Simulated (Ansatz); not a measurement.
# How the band gap of solid iodine moves with the method

No measured value is used here.

Problem. Put these levels in order of the band gap that they give for solid iodine, smallest first: LDA+SOC (Ansatz, a program for electronic structure), PBE+SOC (Ansatz), r²SCAN0 (Ansatz).

Solution. LDA+SOC (0.77 eV), PBE+SOC (0.86 eV), r²SCAN0 (2.72 eV)

Computed values are for a static lattice. Levels without +SOC have no spin–orbit coupling; where heavier elements are present it shifts gaps, mostly down, and can invert bands.  Values are at the measured cell. K meshes differ between the levels. Ansatz's density-functional and Hartree–Fock values are scalar-relativistic unless marked +SOC, with PAW data made under PBE.
